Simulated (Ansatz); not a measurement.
**Si₂H₈ (built from SMILES [H][H].[SiH3][SiH3]): a saddle search**

Does the minimum-mode search get back to a saddle from here?

Computed with Ansatz 0.2.0, Gaussian basis. Level: PBE-D4/def2-SVP.

**1. The starting structure**

The start, a known saddle point with all atoms moved at random by about 0.06 Å a coordinate: 10 atoms, charge 0, spin multiplicity 1.

Atoms are counted from 1 here; the program's logs count them from 0.

Bond lengths: Si1–H3 1.488 Å, Si1–H4 1.483 Å, Si1–H5 1.671 Å, Si1–H7 1.673 Å, Si2–H9 1.589 Å, Si2–H10 1.530 Å. Angles: H3–Si1–H4 111.0°, H3–Si1–H5 100.8°, H3–Si1–H7 86.2°, H4–Si1–H5 108.9°, H4–Si1–H7 112.9°, H5–Si1–H7 131.7°, H9–Si2–H10 99.6°.

Coordinates:

```tsv
atom	x (Å)	y (Å)	z (Å)
Si1	-0.6248	-1.2340	-0.0453
Si2	-0.1454	1.3925	-0.0698
H3	-0.0741	-2.5522	-0.4628
H4	-1.2297	-1.3155	1.3062
H5	-1.8426	-1.0328	-1.1714
H6	1.2270	0.1309	0.5454
H7	0.9623	-0.7054	-0.0162
H8	1.1764	0.9290	1.0036
H9	0.8279	1.4263	-1.3249
H10	-0.3388	2.8955	0.1438
```

**2. The search**

Contents of run/in.yaml:

```yaml
crystal:
  periodic: [false, false, false]
  atoms:
    - {symbol: Si, position_ang: [-0.624832, -1.233957, -0.045327]}
    - {symbol: Si, position_ang: [-0.145395, 1.392523, -0.069760]}
    - {symbol: H, position_ang: [-0.074100, -2.552166, -0.462830]}
    - {symbol: H, position_ang: [-1.229736, -1.315452, 1.306191]}
    - {symbol: H, position_ang: [-1.842566, -1.032790, -1.171366]}
    - {symbol: H, position_ang: [1.227047, 0.130936, 0.545429]}
    - {symbol: H, position_ang: [0.962348, -0.705421, -0.016170]}
    - {symbol: H, position_ang: [1.176376, 0.929005, 1.003576]}
    - {symbol: H, position_ang: [0.827947, 1.426310, -1.324882]}
    - {symbol: H, position_ang: [-0.338782, 2.895506, 0.143764]}
basis:
  gaussian: {orbitals: def2-SVP}
hamiltonian: {xc: pbe, dispersion: d4}
saddle:
  f_tol: 0.02
  max_steps: 40
  mode_guess:
    - [0.0927, -0.2408, 0.0061]
    - [-0.1340, 0.1320, 0.0152]
    - [-0.0453, -0.3182, -0.0119]
    - [0.0164, -0.1201, 0.0559]
    - [0.1623, 0.0659, -0.0053]
    - [0.0879, 0.5775, -0.0073]
    - [-0.3266, -0.0750, -0.2523]
    - [-0.0621, -0.1536, 0.1434]
    - [-0.0664, -0.1164, 0.1362]
    - [0.2752, 0.2487, -0.0801]
```

Launch:

```
> ansatz run in.yaml --threads 2 --pin off --events-out ev --progress --plain --max-ram 4352MiB
```

Q: Predict the outcome of this session. Wanted: energy change; last largest force; RMSD from the start; RMSD from the known saddle.

The runs gave:

```
                  quantity         value
                     steps            14
             energy change  -27.9 kJ/mol
        last largest force   0.0082 eV/Å
       RMSD from the start       0.118 Å
RMSD from the known saddle       0.071 Å
```

What this shows: It converged in 14 steps at a force tolerance of 0.02 eV/Å. It is back at the known saddle, up to the shift that another level brings.
